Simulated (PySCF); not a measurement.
Compound: C4H3NS.
SMILES with atom numbers: `[N:1]#[C:2]/[CH:3]=[CH:4]\[CH:5]=[S:6]` (hydrogens: H7 on C3; H8 on C4; H9 on C5)

Method: PBE0-D3(BJ)/def2-SVP geometry optimisation, gas phase in PySCF 2.14.0; density fitting, grid level 1; the optimiser is geomeTRIC in internal coordinates, started from a GFN2-xTB structure with every atom displaced at random (about 0.01 Å).

Geometry at step 1:
```
atom  x, y, z in Å
N1     -2.2612   -1.4176    0.5327
C2     -1.6117   -0.4589    0.4644
C3     -0.8087    0.7043    0.2768
C4      0.4386    0.6462   -0.2465
C5      1.2073   -0.5810   -0.3132
S6      2.8066   -0.6495   -0.5565
H7     -1.3208    1.6701    0.3904
H8      0.9810    1.5774   -0.4525
H9      0.6272   -1.5082   -0.1288
```

**Question.** What forces act on the atoms?

**Answer.** 
```
atom  Fx (eV/Å)  Fy (eV/Å)  Fz (eV/Å)
  N1     -0.076     -0.015      0.141
  C2      0.146      0.017      0.060
  C3     -0.460      0.118     -0.735
  C4      0.483      0.156      0.701
  C5     -0.369     -0.274     -0.100
  S6      0.114      0.055     -0.089
  H7      0.131     -0.147      0.108
  H8     -0.104     -0.078     -0.044
  H9      0.136      0.168     -0.043
```

The largest, 0.87 eV/Å, acts on C3 (C4 within 3 % of it); the rms over all components is 0.267 eV/Å. The forces sum to zero within rounding, as they must for an isolated molecule in no field.

**Question.** Give the force on C3 in Eh/bohr and in nN.

**Answer.** 0.875 eV/Å ÷ 51.422 = 0.01701 Eh/bohr, and 0.875 eV/Å × 1.602 = 1.40 nN.

**Question.** How far is this geometry from the end of the optimisation?

**Answer.** 0.081 eV above it, and 0.095 Å rms away after alignment. The bonds farthest from their final lengths, with half the difference of the two atoms' forces along the bond (positive lengthens):

```json
{"bond": "C5–H9", "now (Å)": "1.109", "final (Å)": "1.102", "force along bond (eV/Å)": "-0.31"}
{"bond": "C3–H7", "now (Å)": "1.099", "final (Å)": "1.094", "force along bond (eV/Å)": "-0.21"}
{"bond": "C5=S6", "now (Å)": "1.619", "final (Å)": "1.623", "force along bond (eV/Å)": "+0.23"}
{"bond": "C4–H8", "now (Å)": "1.097", "final (Å)": "1.094", "force along bond (eV/Å)": "-0.17"}
{"bond": "C4–C5", "now (Å)": "1.450", "final (Å)": "1.447", "force along bond (eV/Å)": "-0.03"}
{"bond": "C2–C3", "now (Å)": "1.426", "final (Å)": "1.424", "force along bond (eV/Å)": "-0.08"}
```

The angle farthest from its final value is N1–C2–C3, 175.8° against 179.1°.

The cost below is that of the whole optimisation. Time: 31 s; peak memory 0.42 GiB. Hardware: Arm Neoverse V1, one thread, shared host with 32 logical CPUs at a one-minute load of 8.0.
